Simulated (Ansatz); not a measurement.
**BHF2 (SMILES FBF) at CCSDT/STO-3G**

What is the vertical ionisation energy of BHF2 at CCSDT/STO-3G? 

Program for the calculation: Ansatz 0.2.0.

54 further runs of the same task are left out: 1 that didn't finish, 53 set aside as unsound or not needed.

### 1 The structure to begin with

BHF2: 4 atoms, total charge 0, spin state singlet. SMILES: `FBF`. Geometry: relaxed at PBE0-D4/def2-TZVP.

Bond lengths: F1–B2 1.313 Å, B2–F3 1.313 Å, B2–H4 1.191 Å. Angles: F1–B2–F3 118.1°, F1–B2–H4 121.0°, F3–B2–H4 121.0°.

### 2 A single-point energy at CCSDT/STO-3G

Input file molecule.yaml:

```yaml
crystal:
  periodic: [false, false, false]
  atoms:
    - {symbol: F, position_ang: [1.154300, 0.456900, -0.361900]}
    - {symbol: B, position_ang: [-0.001900, -0.031000, 0.025200]}
    - {symbol: F, position_ang: [-1.095400, 0.528700, -0.438900]}
    - {symbol: H, position_ang: [-0.057000, -0.954600, 0.775600]}
basis:
  gaussian:
    orbitals: STO-3G
correlation:
  method: ccsdt
  frozen_orbitals: {B: 1, F: 1, H: 0}
accuracy: high
scf:
  omitted_lower_state_checks: [cluster_reference, increment]
```

Command:

```bash
$ ansatz run molecule.yaml --threads 1 --pin off --max-ram 2610MiB --events-out events.jsonl --progress --plain --runs-dir runs
```

Standard output, shortened:

```text
Warning: RAYON_NUM_THREADS=1 ignored (pool sized by the plan → 1); use --threads N
Functional definition: HF
  name "HF"
[...]
272 factors; integrals over basis functions are off by at most 4.3e-8 eV
[...]
mean field -6017.37886102 eV, -221.1345944167 hartree, gradient 1.9e-8 eV, S^2 0.000000; 0 other end points of the search recorded, 0 dependent functions left out
3 core orbitals not correlated: weight in the atoms' cores, before any rotation towards them, 1.000 or more for the frozen orbitals, at most 0.000 for the correlated occupied ones
reference -6017.37886102 eV, -221.1345944167 hartree; 9, 9 occupied and 4, 4 virtual orbitals, 272 factors
second order -2.20819788 eV of doubles, -0.00000000 eV of singles
cycle   1  -2.34600002 eV  change   -1.4e-1 eV  update   9.3e-2
[...]
cycle  21  -2.79781274 eV  change   9.0e-10 eV  update  7.0e-10
Total energy: -6020.17667376 eV, -221.2374121383 hartree
Checks for a lower state left out: cluster_reference, increment
```

Wall time 0.2 s (1 thread of Intel Xeon Platinum 8488C (Sapphire Rapids), shared host).

### 3 The doublet cation, same level

Input file molecule.yaml:

```yaml
basis:
  gaussian:
    orbitals: STO-3G
crystal:
  periodic: [false, false, false]
  atoms:
    - symbol: F
      position_ang: [1.154300, 0.456900, -0.361900]
    - symbol: B
      position_ang: [-0.001900, -0.031000, 0.025200]
    - symbol: F
      position_ang: [-1.095400, 0.528700, -0.438900]
    - symbol: H
      position_ang: [-0.057000, -0.954600, 0.775600]
total_charge: 1
magnetization:
  spin_polarized: true
  initial_magnetization: 1
correlation:
  method: ccsdt
  frozen_orbitals: {B: 1, F: 1, H: 0}
accuracy: high
scf:
  omitted_lower_state_checks: [cluster_reference, increment]
```

Command:

```bash
$ ansatz run molecule.yaml --threads 1 --pin off --max-ram 2610MiB --events-out events.jsonl --progress --plain --runs-dir runs
```

Standard output:

```text
Warning: RAYON_NUM_THREADS=1 ignored (pool sized by the plan → 1); use --threads N
[... 15 lines left out ...]
3 core orbitals not correlated: weight in the atoms' cores, before any rotation towards them, 1.000 or more for the frozen orbitals, at most 0.000 for the correlated occupied ones
[... 52 lines left out ...]
Total energy: -6010.32994949 eV, -220.8755516959 hartree
Checks for a lower state left out: cluster_reference, increment
```

It took 1.1 s on 1 thread of Intel Xeon Platinum 8488C (Sapphire Rapids), shared host.

### 4 Summary of results

At CCSDT/STO-3G, 3 core orbitals frozen:

| quantity | value |
| --- | --- |
| singlet BHF2: total energy | -221.23741 Eh |
| singlet BHF2: correlation energy (3 core orbitals frozen) | -102.8 mEh |
| singlet BHF2: T1 diagnostic | 0.016 |
| doublet cation: total energy | -220.87555 Eh |
| doublet cation: correlation energy (3 core orbitals frozen) | -125.1 mEh |
| doublet cation: ⟨S²⟩ of the reference determinant | 0.757 |
| doublet cation: T1 diagnostic | 0.155 |
| vertical ionisation energy (to the doublet cation) | 9.847 eV |

In words: Removing an electron at fixed nuclei costs 9.85 eV (227 kcal/mol). In a minimal basis such a difference can be off by several eV, whatever the method. The T1 diagnostic (doublet cation) of 0.155 is above the customary mark for such species, so a single reference may not serve.
